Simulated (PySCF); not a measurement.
input.py for Na2

The script input.py:

```python
from pyscf import gto, scf

mol = gto.M(
    atom='Na 0 0 0; Na 0 0 2.992',
    basis='def2-svp',
    charge=0,
    spin=0,
    symmetry=True,
    verbose=3,
)
mf = scf.RHF(mol)
mf = scf.addons.smearing_(mf, sigma=0.01, method='fermi')
mf.kernel()
mf.dip_moment()
print('orbital energies (hartree):', mf.mo_energy[..., max(0, mol.nelec[1]-3):mol.nelec[0]+3].round(4))
```

```bash
$ python input.py
```

The log:

```
converged SCF energy = -323.583524367588
Dipole moment(X, Y, Z, Debye):  0.00000,  0.00000, -0.00000
orbital energies (hartree): [-1.5095 -1.5089 -0.1657  0.0101  0.0616  0.0616]
```

In short: E(SCF) = -323.583524 Eh, μz(SCF) = 0.00 D.

Wall time 0.59 s on one thread of a shared host.

Stability towards an unrestricted solution was not tested. The bond length is a typed value, not an optimised one.
